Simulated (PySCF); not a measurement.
Methylsulfanylsilane, CH6SSi.
SMILES with atom numbers: `[CH3:1][S:2][SiH3:3]` (hydrogens: H4, H5, H6 on C1; H7, H8, H9 on Si3)

Structure used (PBE0-D3(BJ)/def2-SVP), in Å, numbered top down from 1:
```xyz
9
CH6SSi angstrom
C      1.3289    0.3695    0.2325
S      0.2420    0.5979   -1.2127
Si    -1.5099   -0.3937   -0.4910
H      1.5152   -0.6957    0.4317
H      2.2843    0.8533   -0.0109
H      0.9115    0.8482    1.1300
H     -1.2351   -1.8327   -0.1874
H     -2.5260   -0.2862   -1.5762
H     -2.0233    0.2501    0.7582
```

Theory: core-valence-separated Tamm–Dancoff BHandHLYP/aug-pcX-1 (pcseg-1 on H, def2-SVPD on S, def2-SVPD on Si) in PySCF, non-relativistic, gas phase, PBE0-D3(BJ)/def2-SVP geometry. No empirical shift is added; at this level the pattern usually sits a few eV under experiment.

The lowest roots of each edge with f over 0.003 (five at most, numbered afresh; weaker and dark ones are left out), with transition dipoles (au) in the frame of the coordinates:

```json
{"root": "1", "edge": "C", "E (eV)": "285.19", "μx": "0.0505", "μy": "-0.0083", "μz": "0.0631"}
{"root": "2", "edge": "C", "E (eV)": "286.29", "μx": "0.0297", "μy": "-0.0029", "μz": "0.0328"}
{"root": "3", "edge": "C", "E (eV)": "287.02", "μx": "0.0440", "μy": "0.0330", "μz": "-0.0350"}
{"root": "4", "edge": "C", "E (eV)": "287.18", "μx": "-0.0241", "μy": "0.0606", "μz": "0.0270"}
{"root": "5", "edge": "C", "E (eV)": "287.50", "μx": "0.0252", "μy": "0.0074", "μz": "0.0062"}
```

Q: What are the oscillator strengths?

A: f = (2/3) ΔE |μ|², with ΔE in hartree (27.2114 eV):

```json
{"root": "1", "ΔE (Eh)": "10.4805", "|μ|² (au)": "0.006610", "f": "0.046", "core hole on": "C1"}
{"root": "2", "ΔE (Eh)": "10.5210", "|μ|² (au)": "0.001969", "f": "0.014", "core hole on": "C1"}
{"root": "3", "ΔE (Eh)": "10.5480", "|μ|² (au)": "0.004245", "f": "0.030", "core hole on": "C1"}
{"root": "4", "ΔE (Eh)": "10.5535", "|μ|² (au)": "0.004984", "f": "0.035", "core hole on": "C1"}
{"root": "5", "ΔE (Eh)": "10.5654", "|μ|² (au)": "0.000727", "f": "0.005", "core hole on": "C1"}
```

Q: Molecules are fixed in this frame and the field points along y. What effective strengths 3 f cos²θ do the roots have (θ between field and μ)?

A: root 1 (C1): 0.001, root 2 (C1): 0.000, root 3 (C1): 0.023, root 4 (C1): 0.077, root 5 (C1): 0.001. Root 4 is the strongest. Averaged over all orientations cos²θ is 1/3, which gives f back.

